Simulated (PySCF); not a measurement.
**How methods differ on the ionisation energy of Cl**

Cl [Ne] 3s2 3p5 [3p1/2^2 3p3/2^3, M_J = 3/2] → Cl⁺ [Ne] 3s2 3p4 [3p1/2^2 3p3/2^2, M_J = 2], as a difference of total energies. All numbers are calculated (PySCF 2.14, the two-component X2C-1e Hamiltonian, in x2c-SVPall-2c with one added diffuse shell each of s, p type (5s5p1d, 25 functions)). Correlated levels: [Ne] frozen. "Screened" scales the spin-orbit matrix elements by Boettger's factors to mimic the two-electron term; Breit and QED terms are absent.

```tsv
method	ionisation energy (eV)
GHF (spin-free)	11.933
GMP2 (spin-free)	12.507
GHF (screened spin-orbit)	11.925
GMP2 (screened spin-orbit)	12.499
```

Task: How much does correlation contribute at GMP2 (screened spin-orbit)?

Result: 12.499 − (11.925) = 0.574 eV, measured against GHF (screened spin-orbit).

Errors of the correlated levels include the incompleteness of this basis and the frozen core.

The labels give the starting determinants; with spin-orbit coupling the two ends relaxed to ⟨J²⟩ = 3.76, ⟨L²⟩ = 2.01, ⟨S²⟩ = 0.75 and ⟨J²⟩ = 6.01, ⟨L²⟩ = 2.01, ⟨S²⟩ = 2.00.

For comparison: 12.968 eV (measured; NIST Atomic Spectra Database, ionization energies).
